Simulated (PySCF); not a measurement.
# Argon: a sound run and one with changed settings

Sound run: Ar [Ar], Ar⁺ [Ne] 3s2 3p5. Calculation: PySCF 2.14, in cc-pV(D+d)Z; no relativity, point nucleus. In the sound run the correlated levels freeze [Ne]. The sound run starts from symmetry-adapted Hartree-Fock orbitals and uses a fine grid where one is needed.

A second run was set up differently.

```csv
species,method,sound run (hartree),changed run (hartree),converged
Ar,UHF,-526.79987,-526.79987,yes
Ar,LDA,-525.91224,-525.91224,yes
Ar,PBE,-527.31957,-527.31957,yes
Ar,MP2,-526.94457,-526.91045,yes
Ar,CCSD(T),-526.95954,-526.95954,yes
Ar⁺,UHF,-526.26075,-526.26075,yes
Ar⁺,LDA,-525.32548,-525.32548,yes
Ar⁺,PBE,-526.74251,-526.74251,yes
Ar⁺,MP2,-526.37749,-526.34982,yes
Ar⁺,CCSD(T),-526.39820,-526.39820,yes
```

Ionisation energy of Ar:

```csv
method,sound run (eV),changed run (eV)
UHF,14.670,14.670
LDA,15.967,15.967
PBE,15.703,15.703
MP2,15.431,15.255
SCS-MP2,15.340,15.187
CCSD,15.270,15.270
CCSD(T),15.275,15.275
```

(1) What was changed?
A. angular grid far too coarse
B. a valence shell is frozen
C. minimal basis
D. level shift left on

Results:

(1) D. It used initial guess atom, at most 50 SCF cycles, level shift 0.5 hartree. A level shift leaves the converged SCF energy unchanged but raises the virtual orbital energies, which shrinks MP2 if it is not removed.
